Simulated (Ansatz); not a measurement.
# C5H12S: one species, many methods

The task here is to estimate one member of a computed series from the others.

The runs use Ansatz 0.2.0, Gaussian basis; functionals in def2-TZVPP, the program's frozen cores in correlated methods.

The runs, in order: LDA (SPW92), PBE-D4, revPBE-D4, BLYP-D4, r2SCAN-D4, B97M-V, PBE0-D4, B3LYP-D4, r2SCANh-D4, r2SCAN0-D4, HSE06-D4, BHLYP-D4, CAM-B3LYP-D4, LC-ωPBE, ωB97X-V, ωB97M-V, B2PLYP, PBE-QIDH; CCSD(T)/def2-SVP; CCSD(T)/def2-TZVPP; MP2/def2-QZVPP; extrapolation to the limit; RPA on PBE.

### Structure used throughout

An earlier PBE0-D4 in a triple-zeta def2 set relaxation fixed the geometry.

SMILES `CC(C)C(C)S`, 18 atoms, charge 0, spin multiplicity 1.

Atoms are counted from 1 here; the program's logs count them from 0.

Bond lengths: C1–C2 1.524 Å, C1–H7 1.091 Å, C1–H8 1.095 Å, C1–H9 1.092 Å, C2–C3 1.523 Å, C2–C4 1.533 Å, C2–H10 1.098 Å, C3–H11 1.095 Å, C3–H12 1.092 Å, C3–H13 1.091 Å, C4–C5 1.517 Å, C4–S6 1.830 Å, C4–H14 1.096 Å, C5–H15 1.092 Å, C5–H16 1.092 Å, C5–H17 1.093 Å, S6–H18 1.342 Å. Angles: C2–C1–H7 112.6°, C2–C1–H8 110.9°, C2–C1–H9 110.1°, H7–C1–H8 108.1°, H7–C1–H9 107.5°, H8–C1–H9 107.5°, C1–C2–C3 109.7°, C1–C2–C4 111.2°, C1–C2–H10 108.3°, C3–C2–C4 111.9°, C3–C2–H10 108.4°, C4–C2–H10 107.1°, C2–C3–H11 110.6°, C2–C3–H12 110.4°, C2–C3–H13 112.4°, H11–C3–H12 107.8°, H11–C3–H13 107.6°, H12–C3–H13 107.8° and more.

As a file:

```tsv
atom	x (Å)	y (Å)	z (Å)
C1	0.19648	-0.92983	1.45322
C2	0.64579	-0.07119	0.27675
C3	1.73928	-0.79417	-0.49885
C4	-0.53990	0.30410	-0.61981
C5	-1.65606	1.01730	0.11965
S6	0.09169	1.35231	-1.98084
H7	-0.48431	-0.40159	2.12186
H8	-0.30657	-1.83736	1.10397
H9	1.06174	-1.24020	2.04333
H10	1.06106	0.86554	0.67127
H11	1.35333	-1.72115	-0.93461
H12	2.56721	-1.05673	0.16373
H13	2.14152	-0.18845	-1.31257
H14	-0.92733	-0.61605	-1.07121
H15	-2.09977	0.37040	0.87990
H16	-2.45476	1.31074	-0.56446
H17	-1.28052	1.92122	0.60563
H18	-1.10890	1.71511	-2.45695
```

The first run:

Input file in.yaml:

```yaml
crystal:
  periodic: [false, false, false]
  atoms:
    - {symbol: C, position_ang: [0.196485, -0.929825, 1.453225]}
    - {symbol: C, position_ang: [0.645792, -0.071190, 0.276749]}
    - {symbol: C, position_ang: [1.739283, -0.794173, -0.498851]}
    - {symbol: C, position_ang: [-0.539897, 0.304104, -0.619808]}
    - {symbol: C, position_ang: [-1.656058, 1.017302, 0.119651]}
    - {symbol: S, position_ang: [0.091686, 1.352308, -1.980842]}
    - {symbol: H, position_ang: [-0.484307, -0.401595, 2.121857]}
    - {symbol: H, position_ang: [-0.306572, -1.837364, 1.103973]}
    - {symbol: H, position_ang: [1.061735, -1.240197, 2.043334]}
    - {symbol: H, position_ang: [1.061057, 0.865537, 0.671265]}
    - {symbol: H, position_ang: [1.353329, -1.721154, -0.934610]}
    - {symbol: H, position_ang: [2.567213, -1.056727, 0.163725]}
    - {symbol: H, position_ang: [2.141518, -0.188453, -1.312566]}
    - {symbol: H, position_ang: [-0.927329, -0.616052, -1.071212]}
    - {symbol: H, position_ang: [-2.099772, 0.370401, 0.879903]}
    - {symbol: H, position_ang: [-2.454762, 1.310739, -0.564462]}
    - {symbol: H, position_ang: [-1.280519, 1.921222, 0.605626]}
    - {symbol: H, position_ang: [-1.108902, 1.715115, -2.456946]}
basis:
  gaussian: {orbitals: def2-TZVPP}
hamiltonian: {xc: lda}
output: {orbitals: {seedname: orbitals}}
```

Command:

```
$ ansatz run in.yaml --threads 2 --pin off --events-out ev --progress --plain --max-ram 32768MiB --backend cuda --devices 0, --max-vram 18GiB
```

Steps of the session up to this table: LDA; PBE-D4 (GGA); revPBE-D4 (GGA); BLYP-D4 (GGA); r2SCAN-D4 (meta-GGA); B97M-V (meta-GGA); PBE0-D4 (hybrid); B3LYP-D4 (hybrid); r2SCANh-D4 (hybrid); r2SCAN0-D4 (hybrid); HSE06-D4 (hybrid); BHLYP-D4 (hybrid); CAM-B3LYP-D4 (range-separated); LC-ωPBE (range-separated); ωB97X-V (range-separated); ωB97M-V (range-separated); B2PLYP (double hybrid); PBE-QIDH (double hybrid).

One table of the session follows, with a row left open; its other results are not shown here.

It belongs to the step «Orbital energies across the functionals». 

| functional | HOMO (eV) | LUMO (eV) | gap (eV) |
| --- | --- | --- | --- |
| LDA (SPW92) | -5.55 | -0.60 | 4.94 |
| PBE-D4 | -5.42 | -0.38 | 5.04 |
| revPBE-D4 | -5.37 | -0.27 | 5.10 |
| BLYP-D4 | -5.27 | -0.29 | 4.99 |
| r2SCAN-D4 | -5.67 | -0.02 | 5.65 |
| B97M-V | -5.80 | -0.20 | 5.60 |
| PBE0-D4 | -6.66 | 0.57 | 7.23 |
| B3LYP-D4 | -6.43 | 0.29 | 6.72 |
| r2SCANh-D4 | -6.13 | 0.32 | 6.45 |
| r2SCAN0-D4 | -6.83 | 0.81 | 7.63 |
| HSE06-D4 | -6.26 | 0.19 | 6.45 |
| BHLYP-D4 | -7.77 | 1.42 | 9.20 |
| CAM-B3LYP-D4 | -8.02 | 1.54 | 9.56 |
| LC-ωPBE | ? | ? | ? |
| ωB97X-V | -9.08 | 2.60 | 11.68 |
| ωB97M-V | -8.92 | 2.29 | 11.22 |

Estimate the missing values for LC-ωPBE.

As computed: HOMO (eV): -9.44; LUMO (eV): 2.80; gap (eV): 12.23. In the column «HOMO (eV)» it is the lowest.
